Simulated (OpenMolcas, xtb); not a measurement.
## A ladder of methods for SiH4SO (SMILES O[SiH2]S)

SiH4SO has 7 atoms, charge 0, and is taken as a singlet. As SMILES, `O[SiH2]S`. Geometry: relaxed at GFN2-xTB. This is one conformer, not always the lowest.

```tsv
atom	x (Å)	y (Å)	z (Å)
O	-1.3743	-0.3615	0.1859
Si	-0.0544	0.5751	0.1900
S	1.5974	-0.4319	-0.7650
H	-1.7380	-0.7621	-0.6002
H	-0.1959	1.7831	-0.6015
H	0.2109	0.7216	1.6058
H	1.5542	-1.5243	-0.0150
```

Each level gives the dipole moment (D). The values are calculated.

```
                             level            kind     program  value (D)   CPU time
                          GFN2-xTB  semi-empirical         xtb       2.43  under 2 s
                          GFN0-xTB  semi-empirical         xtb       2.20  under 2 s
                          GFN1-xTB  semi-empirical         xtb       1.93  under 2 s
                         HF/STO-3G    Hartree–Fock  OpenMolcas       0.79      1.6 s
                          HF/3-21G    Hartree–Fock  OpenMolcas       1.62      1.8 s
  HF/6-31+G* (spherical functions)    Hartree–Fock  OpenMolcas       1.18      4.8 s
                       HF/def2-SVP    Hartree–Fock  OpenMolcas       1.15      3.8 s
                       BLYP/STO-3G             GGA  OpenMolcas       1.01      7.4 s
                     TPSS/6-311G**        meta-GGA  OpenMolcas       1.29       34 s
B3LYP/6-31G* (spherical functions)   global hybrid  OpenMolcas       1.32       15 s
```

The values span 0.79 to 2.43 D. Magnitudes only: a small dipole may point the other way at some levels. Sets without polarisation functions give poor dipoles. CPU times are rough (shared hosts, several kinds of processor): they show what a rung costs within a factor of a few.
